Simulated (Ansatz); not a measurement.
Born–Oppenheimer molecular dynamics of CH4BF (7 atoms, charge 0, multiplicity 1). It starts from a relaxed structure.

The calculation used Ansatz, RKS PBE0-D4/def2-SVP.

- ensemble: NVT, Nosé–Hoover chain
- time step: 0.5 fs
- steps asked: 100
- set temperature: 3000 K
- thermostat: time constant 50 fs, chain length 3
- temperature schedule: 25 steps to 3000 K, then 75 steps to 10 K
- seed: 63198

First frame:

```xyz
7
Properties=species:S:1:pos:R:3
B -0.025 0.001 -0.011
H 0.018 -0.009 1.202
F 1.145 0.004 -0.634
C -1.357 0.004 -0.818
H -1.938 -0.899 -0.561
H -1.984 0.854 -0.496
H -1.220 0.045 -1.907
```

Q: How far do the bonds stretch over the last three quarters of this one trajectory? (Pairs bonded in most of those frames.)

A: 
```tsv
bond	mean (Å)	spread (Å)	shortest	longest
B1–H2	1.253	0.075	1.14	1.37
B1–F3	1.334	0.062	1.22	1.48
B1–C4	1.582	0.097	1.41	1.69
C4–H5	1.105	0.033	1.05	1.16
C4–H6	1.133	0.088	1.00	1.27
C4–H7	1.102	0.021	1.06	1.14
```

Mean temperature of the second half: 1786 K. The conserved energy stayed within 1.8 meV per atom of its start (net change 1.1 meV per atom), so the integration is sound. The schedule's set-point averaged 1007 K over the second half and the system 1786 K, so it lags behind the ramp. A run of 0.05 ps of so small a system gives no equilibrium averages.

The run took 2.2 min on 1 thread of Arm Neoverse V1 (shared host), peak memory 0.1 GiB.
